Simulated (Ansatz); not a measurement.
C2H6S, SMILES `CCS` (C–C–S–H torsion 62°) (charge 0, multiplicity 1).

Computed with CAM-B3LYP/cc-pVTZ // B3LYP-D3(BJ)/def2-TZVP (Ansatz, an electronic-structure program).

Ansatz 0.2 input:
```yaml
crystal:
  periodic: [false, false, false]
  atoms:
    - { symbol: C, position_ang: [-0.839422, 0.483494, -0.144798] }
    - { symbol: C, position_ang: [0.17412, -0.639073, -0.301613] }
    - { symbol: S, position_ang: [1.619256, -0.502875, 0.812172] }
    - { symbol: H, position_ang: [-1.696183, 0.318915, -0.80366] }
    - { symbol: H, position_ang: [-1.198916, 0.544094, 0.882666] }
    - { symbol: H, position_ang: [-0.398161, 1.447668, -0.403581] }
    - { symbol: H, position_ang: [0.527996, -0.714672, -1.329617] }
    - { symbol: H, position_ang: [-0.269091, -1.601663, -0.042379] }
    - { symbol: H, position_ang: [2.080397, 0.66411, 0.331167] }
basis:
  gaussian: { orbitals: cc-pVTZ }
hamiltonian:
  xc: cam_b3lyp
```

Output:

```
Functional definition: CAM-B3LYP
972 factors; their error is unknown
249 factors; integrals over basis functions are off by at most 1.4e-5 eV
mean field evaluation 1: about -13003.6209 eV, gradient 4.2e1 eV
mean field evaluation 2: about -13003.8827 eV, gradient 4.0e1 eV
mean field evaluation 4: about -13007.6192 eV, gradient 1.4e0 eV
mean field evaluation 8: about -13007.6173 eV, gradient 2.9e-1 eV
mean field -13007.61744486 eV, -478.0211242190 hartree, gradient 7.6e-5 eV, S^2 0.000000; 0 other end points of the search recorded, 0 dependent functions left out
reference -13007.61755918 eV, -478.0211284200 hartree; 17, 17 occupied and 161, 161 virtual orbitals, 972 factors
Total energy: -13007.61755918 eV, -478.0211284200 hartree
```
